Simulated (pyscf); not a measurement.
This saddle point was located with ωB97X-D3(BJ)/def2-SVP in PySCF.

```xyz
8

As     0.2876     1.6294    -0.4184
In     0.3697    -0.6915     0.6251
H      0.2230     2.2932     0.9488
H     -1.2257     1.5519    -0.5285
H     -1.4213    -1.0972     1.3484
H      1.4229    -1.7706     1.4121
H     -0.7513    -1.8238    -0.5472
H     -1.2956    -1.5790     0.3692
```
Charge 0, spin multiplicity 1.

Surface: singlet, charge 0. Lowest wavenumbers (cm⁻¹): 1674i, 86, 223, 248, 340.

Q: What reaction is this the transition state of?

A: H₂As–InH₂ (SMILES [AsH2][InH2]) + H₂ (SMILES [H][H]) ⇌ H₂As–InH₂ (SMILES [AsH2][InH2]) + H₂ (SMILES [H][H]), a four-centre exchange read from left to right: H–In, H–H broken and H–In, H–H formed. At ωB97M-D3(BJ)/def2-TZVP it lies +1.44 eV from the left side and +1.44 eV from the right (each side as separated species at their lowest minima found). At the saddle there is also a short H–In contact that neither side keeps. This is the saddle that the search found; another between the same sides may lie lower. Elements up to Kr have no core potential and no relativistic terms here. Elements past Kr carry the def2 core potentials, without spin-orbit coupling.
